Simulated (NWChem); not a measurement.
System: dimethyl ether (C$_{2}$H$_{6}$O); SMILES COC

Program: NWChem. Pople sets run with spherical d functions. Each level has its own optimisation. Computed dipoles belong to the equilibrium geometry; the measured one is vibrationally averaged.

Measured dipole moment: 1.30 D (NIST CCCBDB, as tabulated in the package chemicals).

| level | dipole moment (D) | computed − measured |
|---|---|---|
| Hartree-Fock/STO-3G | 1.33 | +0.03 |
| Hartree-Fock/3-21G | 1.85 | +0.55 |
| Hartree-Fock/6-31G* | 1.47 | +0.17 |
| B3LYP/6-31G* | 1.26 | -0.04 |
| LDA (Slater exchange, VWN5)/def2-SVP | 1.10 | -0.20 |
| PBE/def2-SVP | 1.13 | -0.17 |
| BLYP/def2-SVP | 1.13 | -0.17 |
| PBE0/def2-SVP | 1.25 | -0.05 |
